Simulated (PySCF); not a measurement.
Identify the unknown among the candidates.

All candidates are C4H4S.

| technique | computed result |
| --- | --- |
| UV, strongest line | among the 10 lowest singlet transitions: S10 at 7.74 eV (160 nm, f = 0.379) [TDDFT CAM-B3LYP/def2-SVPD] |
| Rotational structure | rotational constants A, B, C: 8.045, 5.408, 3.234 GHz [PBE0-D3(BJ)/def2-SVP] |
| Dipole | 0.53 D [CAM-B3LYP/def2-SVPD] |
| UV, first state | lowest singlet excitation: 5.85 eV (212 nm, f = 0.082) [TDDFT CAM-B3LYP/def2-SVPD] |
| Polarisability | 61.9 au [CAM-B3LYP/def2-SVPD] |
| Triplet | lowest triplet excitation (Tamm–Dancoff): 3.78 eV [TDA CAM-B3LYP/def2-SVPD] |
| Valence photoelectron | vertical ionisation energy: 9.00 eV [ΔSCF CAM-B3LYP/def2-SVPD] |

Gas-phase values; electronic properties from PySCF, density fitting. Levels stand in brackets. Isolated species at its PBE0-D3(BJ)/def2-SVP geometry, gas phase.

Question: Which candidate is it?
A. `C#CC(C)=S`
B. `c1ccsc1`
C. `C#C[C@@H]1CS1`

Answer: B. It is `c1ccsc1`. Numbering: `[cH:1]1[cH:2][cH:3][s:4][cH:5]1`. Its formula, C4H4S, gives 3 degrees of unsaturation: 1 ring and 2 π bonds in the structure found (Kekulé form). The first electron is taken from the HOMO, whose largest Löwdin shares are 0.28 on each of 2 atoms of one kind (aromatic CH next to a ring sulfur) and 0.15 on each of 2 atoms of one kind (aromatic CH carbon). The optimised geometry has point group C2v and is an asymmetric top.

The others, at the same levels:
- `C#C[C@@H]1CS1` fails: its computed lowest singlet excitation is 4.56 eV (272 nm, f = 0.002) (against 5.85 eV), lowest triplet excitation (Tamm–Dancoff) is 4.09 eV (against 3.78 eV) and static isotropic polarisability is 65.6 au (against 61.9 au).
- `C#CC(C)=S` fails: its computed lowest singlet excitation is 2.17 eV (573 nm, f = 0.000) (against 5.85 eV), vertical ionisation energy is 8.75 eV (against 9.00 eV) and lowest triplet excitation (Tamm–Dancoff) is 1.71 eV (against 3.78 eV).
